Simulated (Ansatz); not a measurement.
Mulliken charges of CH$_{4}$NO$_{2}$P, SMILES `OC(O)=NP` from PBE/def2-TZVPP in Ansatz (PBE0-D4/def2-TZVP geometry).

```csv
atom,x (Å),y (Å),z (Å),charge (e)
O1,-0.055,1.750,0.133,-0.218
C2,0.595,0.622,0.384,0.236
O3,1.718,0.895,1.033,-0.206
N4,0.277,-0.578,0.090,-0.289
P5,-1.199,-0.791,-0.749,-0.015
H6,-0.871,1.511,-0.344,0.201
H7,2.145,0.043,1.187,0.216
H8,-0.760,-1.663,-1.778,0.037
H9,-1.762,-1.836,0.026,0.037
```

Q: By hand: the dipole of these point charges (1 e Å = 4.8032 D).

A: Σ q r = (-0.069, -0.057, -0.044) e Å, of length 0.100 e Å = 0.48 D.

Q: How does the dipole of the full density compare? (An estimate is asked.)

A: The calculation gave: (-0.036, -0.162, -0.036) e Å, 0.82 D; the point charges give 0.59 times that, at 38° from its direction.

Point charges leave out the atoms' own dipoles, such as those of lone pairs, and Mulliken's split depends on the basis, so the two needn't agree.
